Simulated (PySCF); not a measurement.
# BH2Cl (SMILES BCl): CCSDTQ/STO-3G

Aim: the energy change on altering one bond length of BH2Cl at CCSDTQ/STO-3G, from 2 runs. Input form: a Python script.

The results are computed with PySCF 2.14.0.

10 further runs of the same task are left out: 10 set aside as unsound or not needed.

## Step 1: The molecule

BH2Cl: 4 atoms, total charge 0, spin state singlet. As SMILES, `BCl`. The shape is that of a PBE0-D4/def2-TZVP optimisation.

Bond lengths: B1–Cl2 1.733 Å, B1–H3 1.190 Å, B1–H4 1.190 Å. Angles: Cl2–B1–H3 118.1°, Cl2–B1–H4 118.1°, H3–B1–H4 123.7°.

## Step 2: A single-point energy at CCSDTQ/STO-3G

run.py reads:

```python
from pyscf import gto, cc

system = gto.M(
    atom='''
B     -0.116700     0.021700    -0.075300
Cl     1.365000    -0.395300     0.721200
H     -1.106200    -0.559500     0.240400
H     -0.086600     0.872800    -0.906600
''',
    basis='sto-3g',
    verbose=3,
    charge=0,
    max_memory=1860,
    spin=0,
)

mf = system.RHF()
mf.conv_tol = 1e-10
mf.kernel()
if not mf.converged:
    mf = mf.newton().run(mf.mo_coeff, mf.mo_occ)

mycc = cc.CCSDTQ(mf, frozen=6)
mycc.kernel()
e_final = mycc.e_tot
print('E = %.10f Eh' % e_final)
```

On the command line:

```bash
OMP_NUM_THREADS=1 python run.py
```

Standard output:

```text
converged SCF energy = -480.128634949021
_make_eris_incore_RCCSDTQ

WARN: A large `blksize` is being used, which may cause large memory consumption
      for storing contraction intermediates. If memory is sufficient, consider using
      `pyscf.cc.rccsdtq_highm.RCCSDTQ` instead.

RCCSDTQ converged
E(RCCSDTQ) = -480.1896352286407   E_corr = -0.06100027961921876
E_corr(same-spin) = -0.00565655830466945
E_corr(oppo-spin) = -0.0553437213145493
E = -480.1896352286 Eh
```

Run time: 4.2 s. Hardware: 1 thread of Arm Neoverse V1, shared host; peak memory 0.13 GiB.

## Step 3: The distorted shape, same level

input.xyz reads:

```xyz
4
BClH2
B     -0.857556     0.230202    -0.473553
Cl     1.365000    -0.395300     0.721200
H     -1.847056    -0.350998    -0.157853
H     -0.827456     1.081302    -1.304853
```

input.py reads:

```python
from pyscf import gto, cc

mol = gto.M(
    atom='input.xyz',
    spin=0,
    max_memory=1860,
    basis='sto-3g',
    verbose=4,
)

mf = mol.RHF()
mf.conv_tol = 1e-10
mf.kernel()
if not mf.converged:
    mf = mf.newton().run(mf.mo_coeff, mf.mo_occ)

mycc = cc.CCSDTQ(mf, frozen=6)
mycc.kernel()
e_final = mycc.e_tot
print('Final energy', e_final)
```

On the command line:

```bash
OMP_NUM_THREADS=1 python input.py
```

Standard output:

```text
PySCF version 2.14.0

[INPUT] num. atoms = 4
[INPUT] num. electrons = 24
[INPUT] charge = 0
[INPUT] spin (= nelec alpha-beta = 2S) = 0
[INPUT] symmetry False subgroup None
[INPUT] Mole.unit = angstrom
[INPUT] Symbol           X                Y                Z      unit          X                Y                Z       unit  Magmom
[INPUT]  1 B     -0.857556000000   0.230202000000  -0.473553000000 AA   -1.620545976478   0.435018733327  -0.894885475466 Bohr   0.0
[INPUT]  2 Cl     1.365000000000  -0.395300000000   0.721200000000 AA    2.579476160031  -0.747008737041   1.362870481036 Bohr   0.0
[INPUT]  3 H     -1.847056000000  -0.350998000000  -0.157853000000 AA   -3.490429976735  -0.663290090270  -0.298298937941 Bohr   0.0
[INPUT]  4 H     -0.827456000000   1.081302000000  -1.304853000000 AA   -1.563665220128   2.043364637944  -2.465814802817 Bohr   0.0

[... 44 lines left out ...]
converged SCF energy = -479.978643904634
[... 16 lines left out ...]
WARN: A large `blksize` is being used, which may cause large memory consumption
[... 10 lines left out ...]
Init t2, MP2 energy = -480.032765453477  E_corr(MP2) -0.054121548843
[... 22 lines left out ...]
RCCSDTQ converged
[... 3 lines left out ...]
Final energy -480.063215663741
```

Wall time 6 s (1 thread of Arm Neoverse V1, shared host); peak memory 0.13 GiB.

## Step 4: What came out

Level: CCSDTQ/STO-3G, 6 core orbitals frozen.

| quantity | value |
| --- | --- |
| first shape: total energy | -480.18964 Eh |
| first shape: dipole moment (Hartree–Fock density) | 1.50 D |
| first shape: HOMO energy (Hartree–Fock orbitals) | -10.58 eV |
| first shape: LUMO energy (Hartree–Fock orbitals) | 5.63 eV |
| first shape: HOMO–LUMO gap (Hartree–Fock orbitals) | 16.21 eV |
| first shape: correlation energy (6 core orbitals frozen) | -61.0 mEh |
| first shape: T1 diagnostic | 0.013 |
| distorted shape: total energy | -480.06322 Eh |
| distorted shape: dipole moment (Hartree–Fock density) | 4.86 D |
| distorted shape: HOMO energy (Hartree–Fock orbitals) | -8.74 eV |
| distorted shape: LUMO energy (Hartree–Fock orbitals) | 3.37 eV |
| distorted shape: HOMO–LUMO gap (Hartree–Fock orbitals) | 12.11 eV |
| distorted shape: correlation energy (6 core orbitals frozen) | -84.6 mEh |
| distorted shape: T1 diagnostic | 0.031 |
| energy change with the B1–Cl2 bond stretched from 1.733 to 2.600 Å | 3.440 eV |

With the B1–Cl2 bond stretched from 1.733 to 2.600 Å the energy rises by 3.44 eV (332 kJ/mol). The first shape isn't relaxed at this level, so the change isn't measured from a minimum. The minimal basis adds a large error of its own.
